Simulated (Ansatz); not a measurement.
hcp Ti, treated with BLYP in Ansatz (plane waves, PAW).

The input as run:

Ansatz 0.2 input:
```yaml
crystal:
  lattice:
    - [1.4809861462, -2.5651432506, 0.0]
    - [1.4809861462, 2.5651432506, 0.0]
    - [0.0, 0.0, 4.6828278161]
  atoms:
    - { symbol: Ti, position: [0.3333333333, 0.6666666667, 0.25] }
    - { symbol: Ti, position: [0.6666666667, 0.3333333333, 0.75] }
basis:
  ecutwfc: 520
  ecutrho_ratio: 4
  xc_grid: 2
kpoints:
  mp_grid: { grid: [24, 24, 12] }
hamiltonian:
  xc: blyp
  dispersion: none
  pseudopotentials: { kind: paw }
scf:
  occupations: { method: fermi_dirac, width: 0.05 }
  convergence: { dr2_threshold: 0.0000000002 }
output:
  forces: true
  stress: true
  eigenvalues: true
```

The run printed, among other lines:

```
Crystal: 2 atoms, lattice volume = 35.580 Å³
Basis set: ecut = 520 eV, 965 PW (Γ), exchange–correlation on 48×48×72 points (8 copies of the dense FFT grid, shifted against one another)
Bands: 16, of which v1, the nominal top of the filled ones, is band 12 counted from 1 (11 counted from 0)
Symmetry: 24 space group operations
Space group: P63/mmc (ITA 194), of the structure as read, at distance tolerance 3.3e-5 Å
k-points: 427 of 6912
Functional: x = b88, c = lyp
SCF iter   1: F=—  HF=-5011.813903 eV  |F-HF|=—  |Δ(HF+E_count)|=         —  Δρ=1.24e-2  dr2=5.58e-2
SCF iter   2: F=—  HF=-5011.801580 eV  |F-HF|=—  |Δ(HF+E_count)|=   1.23e-2  Δρ=5.85e-3  dr2=1.31e-2
  ...
SCF iter   7: F=—  HF=-5011.799881 eV  |F-HF|=—  |Δ(HF+E_count)|=  1.50e-10  Δρ=8.81e-7  dr2=2.04e-10
SCF iter   8: F=-5011.799881 eV  HF=-5011.799881 eV  |F-HF|=1.82e-12  |Δ(HF+E_count)|=  6.18e-11  Δρ=8.22e-8  dr2=1.96e-12
SCF 1 converged in 8 iterations: F = -5011.799881 eV  dr2 = 1.96e-12
SCF converged after 8 iterations
Free energy (F): -5011.799881 eV
Internal energy: -5011.781781 eV  (E = F + TS)
E sigma→0 (E₀):  -5011.790831 eV
Fermi energy:    13.453328 eV
--- Forces (eV/Å), atoms counted from 1 ---
  atom   1  Ti    -0.00000000    -0.00000000     0.00000000
  atom   2  Ti    -0.00000000     0.00000000     0.00000000
--- Stress (GPa, compression-positive) ---
        0.001137      -0.000000       0.000000
       -0.000000       0.001137       0.000000
        0.000000       0.000000      -0.000878
  P = ⅓ Tr σ = 0.0005 GPa (0.005 kbar)
```

The PAW data were made under PBE.

Ansatz is an electronic-structure program.
